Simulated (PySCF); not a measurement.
**Static response to an electric field**

C2H5ClO2S.
SMILES with atom numbers: `[CH3:1][CH2:2][S:3](=[O:4])(=[O:5])[Cl:6]` (hydrogens: H7, H8, H9 on C1; H10, H11 on C2)

Structure used (PBE0-D3(BJ)/def2-SVP), in Å, numbered top down from 1:
```
atom  x, y, z in Å
C1    -1.276    0.295   -0.386
C2    -0.279   -0.350    0.546
S3     1.412   -0.270   -0.041
O4     1.460   -0.686   -1.426
O5     2.295   -0.829    0.957
Cl6    1.706    1.815   -0.009
H7    -2.286    0.192    0.035
H8    -1.255   -0.184   -1.374
H9    -1.062    1.366   -0.510
H10   -0.427   -1.439    0.645
H11   -0.251    0.087    1.555
```

Level: B3LYP/def2-SVPD (PySCF), static field, nuclei fixed, core orbitals frozen in the response. The polarisability tensor in these axes (au):

```
x   70.68  2.79  1.63
y    2.79 74.61 -0.61
z    1.63 -0.61 60.92
```

**Question.** Diagonalise the tensor; give its mean and Δα, where Δα² is half the sum of the squared differences of the eigenvalues.

**Answer.** Principal values 60.57, 69.58 and 76.06 au; mean 68.74 au = 10.19 Å³ = 11.33 × 10⁻⁴⁰ C²·m²/J; Δα = 13.47 au (20 % of the mean).

**Question.** What is the dipole moment, and where does it point?

**Answer.** (-4.13, 0.37, 1.11) D, 4.29 D in size, pointing from the negative to the positive side. Measured along this direction, the outermost atoms are O5 at the negative end and H7 at the positive end.

**Question.** Along which axes do the principal values lie, and how far do the nuclei extend along each?

**Answer.** Largest value along (0.46, 0.89, 0.01), where the nuclei span 3.86 Å; middle along (0.87, -0.46, 0.20), 4.62 Å; least along (-0.18, 0.08, 0.98), 3.29 Å. The strongest response doesn't lie along the longest of the three spans.

**Question.** Find the Langevin capture rate constant for H3+ (3.023 u) meeting this molecule (127.970 u), k = 2.342 × 10⁻⁹ cm³/s × √(α in Å³ / reduced mass in u).

**Answer.** The reduced mass is 2.95 u, so k = 4.35 × 10⁻⁹ cm³/s. The formula leaves out the permanent dipole, which adds to the capture rate.

**Question.** How large is μ²/3kT at 250 K beside α?

**Answer.** In Gaussian units μ²/3kT = 177.91 Å³ against 10.19 Å³, a ratio of 17.47; the Debye molar polarisation (4π/3)N_A(α + μ²/3kT) is 474.5 cm³/mol, leaving out the vibrational part.

Isolated species at its PBE0-D3(BJ)/def2-SVP geometry (one conformer only).

These values come from a run that also computed excited states. The run took 22 s (grids of density and orbitals included) on an Arm Neoverse V2 with one thread, shared host with 32 logical CPUs at a one-minute load of 18, and the process peaked at 0.83 GiB of memory.
